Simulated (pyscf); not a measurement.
## Four-centre exchange: H₃C–Zn–OH + H₃C–OH → H₃C–CH₃ + HO–Zn–OH

Gas phase, singlet surface, charge 0. Bonds broken: C1–Zn2, C8–O9. Bonds formed: C1–C8, Zn2–O9. Optimised with ωB97X-D3(BJ)/def2-SVP in PySCF.

Transition state (Å):

```xyz
13

C     -1.7247    -0.0206    -0.2080
Zn     0.3296    -0.3283    -0.0272
O      1.5018    -1.6588     0.3296
H     -1.6616    -0.6516    -1.1186
H     -2.3181    -0.5458     0.5541
H     -2.2111     0.9122    -0.5132
H      1.0860    -2.5089     0.5041
C     -0.6785     1.6039     1.2200
O      0.6968     1.5089    -0.4150
H     -0.9811     2.5240     0.7248
H      0.2424     1.6751     1.8031
H     -1.4751     1.0787     1.7490
H      1.5790     1.8489    -0.2006
```

One imaginary mode, 635i cm⁻¹; descent along it reached the two sides named, in the forms told below.

| bond | change | reactant side (Å) | saddle | product side |
|---|---|---|---|---|
| C1–Zn2 | breaks | 1.944 | 2.085 | 3.2 |
| C8–O9 | breaks | 1.416 | 2.139 | 3.4 |
| C1–C8 | forms | 4.3 | 2.403 | 1.528 |
| Zn2–O9 | forms | 2.218 | 1.913 | 1.778 |

Electronic energies relative to the separated reactants (kcal/mol):

```json
[
 {"level": "ωB97X-D3(BJ)/def2-TZVP", "barrier": "72.5", "reaction energy": "-21.6", "reverse barrier": "94.1"},
 {"level": "PBE/def2-TZVP", "barrier": "64.2", "reaction energy": "-20.5", "reverse barrier": "84.8"},
 {"level": "r²SCAN/def2-TZVP", "barrier": "63.5", "reaction energy": "-22.1", "reverse barrier": "85.6"},
 {"level": "B3LYP-D3(BJ)/def2-TZVP", "barrier": "67.6", "reaction energy": "-21.4", "reverse barrier": "89.1"},
 {"level": "PBE0-D3(BJ)/def2-TZVP", "barrier": "70.4", "reaction energy": "-20.9", "reverse barrier": "91.3"},
 {"level": "M06-2X/def2-TZVP", "barrier": "70.6", "reaction energy": "-22.2", "reverse barrier": "92.8"},
 {"level": "ωB97M-D3(BJ)/def2-TZVP", "barrier": "71.8", "reaction energy": "-21.5", "reverse barrier": "93.3"},
 {"level": "HF/def2-TZVP", "barrier": "92.2", "reaction energy": "-23.7", "reverse barrier": "115.9"}
]
```

With ωB97M-D3(BJ)/def2-TZVP energies and thermal terms (ideal gas, 1 atm, RRHO with modes under 100 cm⁻¹ raised to 100, one conformer, R ln 2 for chiral ones without a mode under 150 cm⁻¹), in kcal/mol:

```json
[
 {"T (K)": "298", "ΔH‡": "70.4", "ΔG‡": "82.2", "ΔH": "-21.3", "ΔG": "-19.4"},
 {"T (K)": "600", "ΔH‡": "71.6", "ΔG‡": "93.6", "ΔH": "-21.4", "ΔG": "-17.3"},
 {"T (K)": "900", "ΔH‡": "72.7", "ΔG‡": "104.3", "ΔH": "-21.4", "ΔG": "-15.3"},
 {"T (K)": "1200", "ΔH‡": "73.5", "ΔG‡": "114.8", "ΔH": "-21.4", "ΔG": "-13.3"}
]
```

On the reactant side the descent ends in an adduct with a O–Zn contact (not fully relaxed), 13.4 kcal/mol under the separated species and 85.9 kcal/mol under the saddle at ωB97X-D3(BJ)/def2-TZVP. What is counted as formed (O–Zn) is already present as a longer contact in the reactant adduct; forming that adduct is a step of its own. This is the saddle that the search found; another between the same sides may lie lower. Elements up to Kr have no core potential and no relativistic terms here.
